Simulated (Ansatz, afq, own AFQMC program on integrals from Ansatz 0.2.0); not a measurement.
Mn, sextet → Mn, octet

A free Mn atom.

E(octet, charge +0) − E(sextet, charge +0) at this geometry, on UHF and UHF determinants.

Basis def2-TZVPP. Only valence electrons are correlated. Ansatz 0.2.0 and our own AFQMC program on the same integrals; the CISD trial comes from CCSD amplitudes, and released means the phaseless constraint is let go. Uncertainties: one standard error, sampling alone. The metal's outer-core s and p shells are frozen, which shifts wave-function levels against functionals. The errors of all members are added in quadrature.

No full CI on the walks' own integrals is used here; CCSDT(Q) serves as the reference and is uncertain by about the last step of the cluster series. Each member takes its own surest rung, up to full CI.

Errors are counted within def2-TZVPP, not against nature.

Cautions: no relativity below Rb; outer-core shells of the metal frozen; Mn (octet): another spin lies lower.

| level | vertical spin gap (kJ/mol) |
| --- | --- |
| MP2 | 190.6 |
| CCSD | 209.7 |

Task: From these cheaper values, estimate the vertical spin gap at the reference level in def2-TZVPP.

Result: 216.5 kJ/mol (CCSDT(Q) in def2-TZVPP).

```csv
level,vertical spin gap (kJ/mol),error against CCSDT(Q) (kJ/mol)
HF,118.5,-97.9
CCSD(T),215.4,-1.1
CCSDT,216.3,-0.2
ph-AFQMC/HF,211.6 ± 2.0,-4.9 ± 2.0
ph-AFQMC/CISD,215.6 ± 0.2,-0.9 ± 0.2
released AFQMC,216.1 ± 0.3,-0.4 ± 0.3
```

Correlation beyond CCSD(T) adds 1.1 kJ/mol. The perturbative (T) step is worth +5.7 kJ/mol.

A walk keeps the symmetry of its determinant, which the program's search chose and which needn't be the lowest solution, so a lower state of the same spin and another symmetry isn't excluded. Released energies are given only where the last usable release times agree within the noise; a slower fall can still hide under it.
